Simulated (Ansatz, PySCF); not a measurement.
This Ansatz (a quantum-chemistry and plane-wave program) input computes a B3LYP/def2-TZVPD energy:

Ansatz 0.2 input:
```yaml
crystal:
  periodic: [false, false, false]
  atoms:
    - {symbol: C, position_ang: [1.53627673, 0.57214827, 0.32255110]}
    - {symbol: C, position_ang: [0.05198928, 0.83817034, 0.12503813]}
    - {symbol: S, position_ang: [-0.85436042, -0.66617625, -0.25128999]}
    - {symbol: H, position_ang: [-1.61383760, -0.85876183, 0.86582543]}
    - {symbol: H, position_ang: [-0.11397751, 1.50680258, -0.72768466]}
    - {symbol: H, position_ang: [2.07101338, 1.53091325, 0.40204664]}
    - {symbol: H, position_ang: [1.72829395, 0.03199031, 1.26074749]}
    - {symbol: H, position_ang: [2.06867853, -0.01403613, -0.46583059]}
basis:
  gaussian:
    orbitals: def2-TZVPD
hamiltonian:
  xc: {name: B3LYP}
total_charge: -1
output: {forces: true}
```

Question: Write an input for the same energy in PySCF and say what it gives.

Answer: 
```python
from pyscf import gto, scf, dft

mol = gto.M(
    atom='''
    C     1.53627673    0.57214827    0.32255110
    C     0.05198928    0.83817034    0.12503813
    S    -0.85436042   -0.66617625   -0.25128999
    H    -1.61383760   -0.85876183    0.86582543
    H    -0.11397751    1.50680258   -0.72768466
    H     2.07101338    1.53091325    0.40204664
    H     1.72829395    0.03199031    1.26074749
    H     2.06867853   -0.01403613   -0.46583059
    ''',
    basis='def2-tzvpd',
    charge=-1,
    spin=0,
    verbose=4,
)

mf = dft.RKS(mol, xc='b3lyp').density_fit(auxbasis='def2-universal-jkfit')
mf.grids.level = 3
mf.conv_tol = 1e-9
mf.max_cycle = 100
mf.max_memory = 1500
mf.kernel()
if not mf.converged:
    mf = mf.newton()
    mf.kernel(mf.make_rdm1())
mf.analyze()
```
It gives -477.43360 Eh, and Ansatz -477.43354 Eh, a difference of 0.06 mEh, from the treatment of integrals and grids.

It need not be the lowest isomer of its formula. Whether it binds its extra electron was not tested at this geometry.
